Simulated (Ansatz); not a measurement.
Ansatz (an electronic-structure program) input:

Ansatz 0.2 input:
```yaml
crystal:
  periodic: [false, false, false]
  atoms:
    - {symbol: C, position_ang: [0.01103763, 1.37439514, 0.00574990]}
    - {symbol: C, position_ang: [1.20872074, 0.67968032, 0.00931180]}
    - {symbol: C, position_ang: [1.20563918, -0.70486579, 0.00520973]}
    - {symbol: C, position_ang: [0.00517481, -1.39460293, -0.00246714]}
    - {symbol: C, position_ang: [-1.19252439, -0.69981013, -0.00561136]}
    - {symbol: C, position_ang: [-1.18948574, 0.68479896, -0.00168695]}
    - {symbol: H, position_ang: [0.01323584, 2.45482452, 0.00849587]}
    - {symbol: H, position_ang: [2.14545722, 1.21793749, 0.01421246]}
    - {symbol: H, position_ang: [2.14016873, -1.24718091, 0.00738499]}
    - {symbol: H, position_ang: [0.00302355, -2.47500187, -0.00594129]}
    - {symbol: H, position_ang: [-2.12927726, -1.23811500, -0.01145304]}
    - {symbol: H, position_ang: [-2.12391918, 1.22712579, -0.00438888]}
basis:
  gaussian:
    orbitals: def2-TZVP
hamiltonian:
  xc: b3lyp
  dispersion: d3bj
relax: {f_tol: 0.002, max_steps: 150}
```

Predict the final energy.

-232.35631 Eh (B3LYP-D3(BJ)/def2-TZVP). The basis has 222 functions. The run takes roughly 50 core-seconds.
